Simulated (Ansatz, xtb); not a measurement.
## Two isomers of C4H8O

Structure X is `CCC(C)=O`, a singlet and structure Y is `CCCC=O`, a singlet. Both are isolated molecules in the gas phase, relaxed with B3LYP-D3(BJ)/def2-SVP, each in the lowest conformer that the search found.

Quicker runs give these differences E(Y) − E(X): GFN2-xTB +8.0 kcal/mol; HF/STO-3G +6.8 kcal/mol (at GFN2-xTB geometries); r2SCAN-D4/def2-SVP +7.7 kcal/mol (at GFN2-xTB geometries).

Question: Estimate E(Y) − E(X) at the level CCSD(T)/def2-SVP + ΔMP2/def2-TZVPP.

Answer: Calculated at CCSD(T)/def2-SVP + ΔMP2/def2-TZVPP: E(Y) − E(X) = +6.9 kcal/mol, so structure X lies lower.

Level by level:

```json
{"level": "GFN2-xTB", "geometry": "GFN2-xTB", "E(Y) − E(X) (kcal/mol)": "+8.0", "departure from the last row (kcal/mol)": "+1.1", "job, with rough time for the two": "optimisation, 0.29 s"}
{"level": "HF/STO-3G", "geometry": "GFN2-xTB", "E(Y) − E(X) (kcal/mol)": "+6.8", "departure from the last row (kcal/mol)": "−0.1", "job, with rough time for the two": "single point, 1.3 s"}
{"level": "r2SCAN-D4/def2-SVP", "geometry": "GFN2-xTB", "E(Y) − E(X) (kcal/mol)": "+7.7", "departure from the last row (kcal/mol)": "+0.9", "job, with rough time for the two": "single point, 9 s"}
{"level": "B3LYP-D3(BJ)/def2-SVP", "geometry": "B3LYP-D3(BJ)/def2-SVP", "E(Y) − E(X) (kcal/mol)": "+6.9", "departure from the last row (kcal/mol)": "0.0", "job, with rough time for the two": "optimisation, 91 s"}
{"level": "HF/def2-SVP", "geometry": "B3LYP-D3(BJ)/def2-SVP", "E(Y) − E(X) (kcal/mol)": "+7.2", "departure from the last row (kcal/mol)": "+0.4", "job, with rough time for the two": "part of the CCSD(T) run"}
{"level": "MP2/def2-SVP", "geometry": "B3LYP-D3(BJ)/def2-SVP", "E(Y) − E(X) (kcal/mol)": "+6.4", "departure from the last row (kcal/mol)": "−0.4", "job, with rough time for the two": "part of the CCSD(T) run"}
{"level": "CCSD(T)/def2-SVP", "geometry": "B3LYP-D3(BJ)/def2-SVP", "E(Y) − E(X) (kcal/mol)": "+6.3", "departure from the last row (kcal/mol)": "−0.6", "job, with rough time for the two": "single point"}
{"level": "CCSD(T)/def2-SVP + ΔMP2/def2-TZVPP", "geometry": "B3LYP-D3(BJ)/def2-SVP", "E(Y) − E(X) (kcal/mol)": "+6.9", "departure from the last row (kcal/mol)": "", "job, with rough time for the two": "single point, 99 s"}
```

As drawn, both hold the same kinds of bond in the same numbers. Structure X has 2 methyl groups, Y 1.

None of the levels shown reverses the order. The largest departure from CCSD(T)/def2-SVP + ΔMP2/def2-TZVPP is that of GFN2-xTB, 1.1 kcal/mol. A small imaginary or near-zero mode remains, so no thermal terms are given. The last row adds to CCSD(T) the change of the MP2 difference between the two basis sets, here +0.6 kcal/mol.

The correlated steps freeze 5 core orbitals. Programs: Ansatz 0.2.0, xtb 6.7.1; the last row on 2 threads of AMD EPYC (Zen 3) on a shared host.
